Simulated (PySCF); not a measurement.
Breaking a bond: H₂S, SMILES S. The S1–H3 bond (S1 also carries H; H3 carries nothing else) is varied alone, starting from the PBE0/def2-TZVP optimised geometry. Each curve is given relative to its own lowest point near equilibrium.

```json
[
 {"R / Å": "1.01", "A": "2.938", "B": "3.043", "C": "2.916"},
 {"R / Å": "1.08", "A": "1.597", "B": "1.680", "C": "1.565"},
 {"R / Å": "1.15", "A": "0.759", "B": "0.820", "C": "0.726"},
 {"R / Å": "1.20", "A": "0.386", "B": "0.431", "C": "0.358"},
 {"R / Å": "1.26", "A": "0.123", "B": "0.150", "C": "0.104"},
 {"R / Å": "1.29", "A": "0.051", "B": "0.069", "C": "0.038"},
 {"R / Å": "1.34", "A": "0.000", "B": "0.004", "C": "0.000"},
 {"R / Å": "1.37", "A": "0.004", "B": "0.000", "C": "0.012"},
 {"R / Å": "1.41", "A": "0.042", "B": "0.027", "C": "0.062"},
 {"R / Å": "1.47", "A": "0.153", "B": "0.123", "C": "0.191"},
 {"R / Å": "1.54", "A": "0.342", "B": "0.295", "C": "0.402"},
 {"R / Å": "1.65", "A": "0.717", "B": "0.648", "C": "0.810"},
 {"R / Å": "1.82", "A": "1.375", "B": "1.277", "C": "1.507"},
 {"R / Å": "2.00", "A": "2.071", "B": "1.951", "C": "2.228"},
 {"R / Å": "2.20", "A": "2.783", "B": "2.642", "C": "2.949"},
 {"R / Å": "2.44", "A": "3.521", "B": "3.357", "C": "3.670"},
 {"R / Å": "2.65", "A": "4.058", "B": "3.806", "C": "4.164"},
 {"R / Å": "2.92", "A": "4.612", "B": "4.130", "C": "4.615"},
 {"R / Å": "3.30", "A": "5.176", "B": "4.349", "C": "4.929"},
 {"R / Å": "3.61", "A": "5.495", "B": "4.431", "C": "4.948"},
 {"R / Å": "4.03", "A": "5.786", "B": "4.483", "C": "4.711"},
 {"R / Å": "4.64", "A": "6.023", "B": "4.507", "C": "4.032"}
]
```

Energies in eV.

**Question.** Which curve belongs to which method? The methods are PySCF with restricted B3LYP/6-31G*, spherical d; restricted MP2 (frozen core)/6-31G*, spherical d (PySCF); unrestricted LDA (SVWN5)/6-31G*, spherical d (PySCF).

**Answer.** A is RKS-B3LYP/6-31G*; B is UKS-LDA (SVWN5)/6-31G*; C is RMP2/6-31G*.

The restricted form behind RKS-B3LYP/6-31G*, RMP2/6-31G* keeps the bonding electrons paired and can't separate into open-shell fragments. The unrestricted determinant behind UKS-LDA (SVWN5)/6-31G* is spin-contaminated at 2.65 to 4.64 Å (<S²> up to 1.0, against 0.00 for a pure singlet).
